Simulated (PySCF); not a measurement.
**NO2, doublet: the ladder up to full CI**

Geometry: MP2(full)/6-31G*, from the G2/97 set.

```xyz
3

N     0.0000    0.0000    0.3322
O     0.0000    1.1181   -0.1454
O     0.0000   -1.1181   -0.1454
```

Basis STO-3G; PySCF 2.14.0. Correlated methods freeze the noble-gas cores, which leaves 17 electrons in 12 orbitals. R marks a restricted (for open shells ROHF) determinant, U an unrestricted one.

Full CI is exact within this basis and frozen core; it isn't the basis-set limit. The frozen core follows each run's orbitals, which can shift R against U totals by a few meV.

The UHF ⟨S²⟩ is 1.231, the ⟨S²⟩ of the determinant under UCCSD is 0.764 and the T1 diagnostic (ROHF- or RHF-based CCSD) is 0.0263. The largest doubles amplitude (ROHF- or RHF-based CCSD) is 0.150.

| level | E − E(RHF) (eV) |
| --- | --- |
| RMP2 | -5.8846 |
| RCCSD | -5.7145 |
| RCCSD(T) | -6.2931 |

**Question.** Estimate how far full CI in STO-3G lies from RCCSD(T). The table doesn't fix it; the size of (T) and the diagnostics are the guide.

**Answer.** Full CI in STO-3G lies 7.7 kJ/mol below RCCSD(T), which is 14 % of the (T) step (-55.8 kJ/mol). A doubles amplitude is large, but (T) still catches most of what CCSD lacks. The miss exceeds 1 kcal/mol.

The other levels:

| level | E − E(full CI) (kJ/mol) | share of correlation (%) | wall time |
| --- | --- | --- | --- |
| RCCSDT | 2.6 | 99.58 | 1 s |

The correlation energy at full CI, counted from RHF, is -6.373 eV. Full CI, over all symmetries tried, took 1.1 s on 1 thread of Arm Neoverse V2, shared host; the state has 27,199 determinants.

Run but not shown, since their state, orbitals or frozen core can't be matched to the reference's or they repeat it: UHF, UMP2, UCCSD, UCCSD(T), UCCSDT.

Times are those of the correlated step on a shared host, with one SCF added for the restricted CCSD run; they ran on 1 thread of Arm Neoverse V2.

The full-CI state has the irrep A1 of C2v, in the program's axes.

Natural occupations of full CI about the gap: 1.963 1.956 1.936 1.873 1.063 0.175 0.048 0.029; effectively unpaired electrons, Σ n²(2−n)², 1.19.

Atomization energy (electronic, same basis, no zero-point term; atoms at the same level, unrestricted beside the R rows where the molecule is a closed shell; the atoms' step beyond CCSDT comes from their full CI) at full CI: 476.9 kJ/mol. Errors of other levels:

```csv
level,error (kJ/mol)
RHF,-614.9
RMP2,-47.1
RCCSD,-63.5
RCCSD(T),-7.7
RCCSDT,-2.6
```

This basis is far from its limit, so the value isn't to be set against a measured one.
